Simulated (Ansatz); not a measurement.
A made-up structure of C2H2B (charge -1), closed shell:

```json
{"atom": "B1", "x (Å)": "-1.1385", "y (Å)": "0.3081", "z (Å)": "0.5294"}
{"atom": "C2", "x (Å)": "0.0839", "y (Å)": "-0.0158", "z (Å)": "-0.0932"}
{"atom": "C3", "x (Å)": "1.2210", "y (Å)": "-0.3223", "z (Å)": "-0.6294"}
{"atom": "H4", "x (Å)": "-2.2093", "y (Å)": "0.7098", "z (Å)": "0.1890"}
{"atom": "H5", "x (Å)": "-0.8734", "y (Å)": "0.7390", "z (Å)": "1.5621"}
```

It is relaxed with PBE-D4/def2-SVPD and then PBE0-D4/def2-TZVPD (Ansatz 0.2.0). Atoms count as bonded within 1.22 times the sum of their covalent radii (H–H: 0.88 Å). The end point is not checked to be a true minimum.

Problem. Does its bonding change? (Judge from chemistry; the calculation decides.)

Solution. Computed: No: no bond forms or breaks.

Where it ends: The first stage lowers the energy by 0.59 eV in 6 steps. It ends as C₂H₂B ([BH2][C][C]), total charge -1:
| atom | x (Å) | y (Å) | z (Å) |
| --- | --- | --- | --- |
| B1 | -1.0507 | 0.4674 | 0.5992 |
| C2 | 0.1343 | 0.0025 | -0.1305 |
| C3 | 1.1487 | -0.3959 | -0.7543 |
| H4 | -2.1379 | 0.5750 | 0.0689 |
| H5 | -1.0108 | 0.7698 | 1.7747 |

Labels in which every atom is bracketed show which atoms are joined, not bond orders.

For scale, one of the runs: PBE0-D4/def2-TZVPD relaxation, 129 basis functions, launched by `ansatz run in.yaml --threads 2 --pin off --events-out ev --progress --plain --max-ram 4352MiB`. The run took about 7.5 s on 2 CPU threads of an Arm Neoverse V2 (shared host).
